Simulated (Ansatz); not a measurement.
Wavefunction ladder for `CCC(F)S`

```xyz
12

C    -1.0355    0.8894   -0.4490
C     0.4154    0.5120   -0.2181
C     0.6404   -0.9754   -0.0638
F     2.0030   -1.2134   -0.0592
S    -0.1363   -1.7176    1.3802
H    -1.6600    0.6046    0.3992
H    -1.4359    0.3943   -1.3378
H    -1.1312    1.9662   -0.5986
H     0.8140    1.0158    0.6684
H     1.0304    0.8345   -1.0644
H     0.2193   -1.5252   -0.9128
H     0.2763   -0.7852    2.2559
```

Total charge 0; spin multiplicity 1. All single points use the PBE0-D4/def2-TZVP geometry. It is one conformer, not always the lowest. Frozen core, restricted reference, the Gaussian-basis code of Ansatz. CBS rows extrapolate triple and quadruple zeta; past MP2 they add the triple-zeta difference.

```
     basis     HF (Eh)  MP2 corr.
  def2-SVP  -614.35158   -0.74691
def2-TZVPP  -614.74642   -0.95121
def2-QZVPP  -614.76759   -1.02461
```

Problem. Estimate the CCSD correlation energy and the (T) correction in each basis where they were run (hartree).

Solution. 
| basis | CCSD corr. | (T) |
| --- | --- | --- |
| def2-SVP | -0.80379 | -0.02147 |
| def2-TZVPP | -1.00013 | -0.03865 |
| CBS(def2) | -1.12790 | as TZ |
